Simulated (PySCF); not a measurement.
Calculation: PySCF with PBE-D3(BJ)/def2-TZVP // B3LYP-D3(BJ)/def2-TZVP. Gas-phase values, no solvent. One relaxed conformer stands for a flexible species; it need not be the lowest. 

Reference species (SMILES): `C([C]C)#N` (lower triplet) (neutral, multiplicity 3).

- highest occupied spin orbital = -5.76 eV

Changed species: `C[C]S` (excited triplet; C–C–S–H torsion 93°) (X = mercapto, multiplicity 3; the reference has X = cyano, multiplicity 3).

### Question
Give the shifts of the highest occupied spin orbital.

### Answer
the highest occupied spin orbital rises by 1.10 eV, to -4.66 eV.
